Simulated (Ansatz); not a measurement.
# HCGe, quartet: vertical spin and charge gaps

Geometry (PBE0/def2-TZVP stationary point for this spin, not checked as a minimum):

```json
{"atom": "Ge", "x (Å)": "0.0000", "y (Å)": "0.0140", "z (Å)": "0.3105"}
{"atom": "C", "x (Å)": "0.0000", "y (Å)": "-0.1369", "z (Å)": "-1.6710"}
{"atom": "H", "x (Å)": "0.0000", "y (Å)": "0.6198", "z (Å)": "-2.4658"}
```

Basis cc-pVDZ; Ansatz 0.2.0. Correlated methods freeze the noble-gas cores and the filled d shells of p-block atoms. Prefix R: restricted or restricted open-shell reference; prefix U: unrestricted. Active spaces: valence = (9e, 9o) chosen from the atoms' valence shells. No spin–orbit coupling is included, and no scalar relativity.

Gaps are energies of the second state less the first, at fixed atoms, for a selection of the levels run; each method lands on the state that its own search finds for that charge and spin.

Unrestricted rows (U, and Kohn–Sham where it breaks symmetry) aren't spin-pure: their determinants' ⟨S²⟩ exceeds S(S+1) by up to 0.10, so they mix in states of higher spin. For open shells CISD is restricted-active-space CI with the open shells as a complete middle space. A value is left out where its run failed or describes another state than the reference as far as symmetry and spin tell, or, spin-broken singlets apart, can't be checked.

Removing an electron, to the quintet: 9.901 eV at UCCSDT(Q).

| level | gap (eV) | error (meV) |
| --- | --- | --- |
| UHF | 9.005 | -896 |
| CISD | 9.743 | -158 |
| UCCSD(T) | 9.898 | -3 |
| BCCD(T) | 9.910 | 9 |
| CASSCF (valence space) | 8.981 | -920 |
| MRCISD (valence space) | 9.825 | -76 |
| MRCISD+Q (valence space) | 9.921 | 20 |
| PBE | 10.289 | 388 |
| PBE0 | 10.262 | 361 |
| B2PLYP | 10.199 | 298 |

Task: PBE gives 6.813 eV for removing an electron, to the triplet. Estimate what UCCSDT(Q) gives in cc-pVDZ.

Result: UCCSDT(Q) in cc-pVDZ gives 6.687 eV, so against it PBE is off by 0.126 eV, of which a good part can be the reference's own basis and frozen-core error.

```tsv
level	gap (eV)	error (meV)	⟨S²⟩ where 0.1 over S(S+1) (first / second)
UMP2	6.746	59	– / 2.10
CISD	6.727	40	– / –
UCCSD(T)	6.700	13	– / 2.10
BCCD(T)	6.696	9	– / –
UCCSDT	6.690	3	– / 2.10
NEVPT2 (valence space)	6.495	-192	– / –
MRCISD (valence space)	6.595	-92	– / –
MRCISD+Q (valence space)	6.676	-11	– / –
B2PLYP	6.767	80	– / –
RPA-PBE	6.781	94	– / –
```

In so small a basis the reference is far from its limit while semilocal and hybrid functionals are nearer theirs (RPA and double hybrids share part of the reference's basis error), so the functionals' errors here hold much of the reference's basis and frozen-core error, which can add to them or hide them.

Full CI isn't at hand for all of this; UCCSDT(Q) serves as the reference, and is uncertain by the last step of the cluster series or more. The frozen core follows each run's orbitals, which can shift R against U totals by a few meV for light atoms and by up to 0.1 eV past Ca.
